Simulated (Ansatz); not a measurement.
## Where CCSD(T) holds and where it slips

Each species is computed at the geometry given (Å), with frozen cores, in Ansatz 0.2.0: RHF-CCSD(T) for singlets, UHF-CCSD(T) otherwise, and full CI in the same basis. The program picks the determinant by a search with trial CCSD, so it needn't be the lowest Hartree–Fock solution. States: HMgLi triplet Π, HNMg triplet Σ⁻ or Δ, AlMgH2 (H-bridged) quartet A'', H2Br⁺ singlet A'. Cases whose determinant has another symmetry than full CI's state, or lies over 0.5 eV above the lowest of its kind, whose (Q) step broke down or whose higher cluster runs on it stay over 0.1 eV above full CI weren't drawn. No relativity is included.

Q: Judging by size, spin and bonding and the diagnostics given, rank them by the size of CCSD(T)'s error in total energy against full CI in the same basis, smallest first (an estimate).
A. HNMg, triplet, 6-31G: N 0.000 0.000 0.703; Mg 0.000 0.000 -3.856; H 0.000 0.000 3.153. T1 0.016, (T) -14 meV in a correlation energy of -1.87 eV
B. H2Br⁺, singlet, 6-31G: Br 0.000 -0.032 0.008; H 0.000 1.607 -1.706; H 0.000 0.968 1.054. T1 0.047, (T) -50 meV in a correlation energy of -2.59 eV
C. HMgLi, triplet, cc-pVTZ: Li 0.000 0.000 2.442; Mg 0.000 0.000 -0.348; H 0.000 0.000 -2.094. T1 0.023, (T) -21 meV in a correlation energy of -1.29 eV
D. AlMgH$_{2}$ (H-bridged), quartet, 6-31G: Al 0.000 0.073 1.591; Mg 0.000 -0.002 -1.917; H 0.000 -0.426 3.595; H 0.000 -1.489 0.048. T1 0.057, (T) -67 meV in a correlation energy of -1.95 eV

A: B (0.8 meV), C (10.2 meV), A (27.6 meV), D (54.0 meV).

```
                    species    basis  correlated electrons  CCSD(T) − full CI (meV)  CCSDT(Q) − full CI (meV)  unpaired electrons (full CI)     T1  ⟨S²⟩ of the determinant
             H2Br⁺, singlet    6-31G                     8                      0.8                       0.5                          0.26  0.047                     0.00
             HMgLi, triplet  cc-pVTZ                     4                     10.2                      -0.4                          2.02  0.023                     2.00
              HNMg, triplet    6-31G                     8                     27.6                      -0.9                          3.81  0.016                     2.97
AlMgH2 (H-bridged), quartet    6-31G                     7                     54.0                      -0.8                          3.11  0.057                     3.83
```

Unpaired electrons are Σ n²(2−n)² over natural occupations; an open shell counts its own unpaired electrons too. Frozen cores follow each run's orbitals, which moves totals by a few meV. No single determinant describes HNMg, triplet well, by full CI's occupations. H2Br⁺, singlet has T1 = 0.047 and a largest doubles amplitude of 0.31, so its small miss, under a tenth of (T), may be a cancellation of errors. RHF is unstable for H2Br⁺, singlet in 6-31G: UHF reaches ⟨S²⟩ = 0.66.
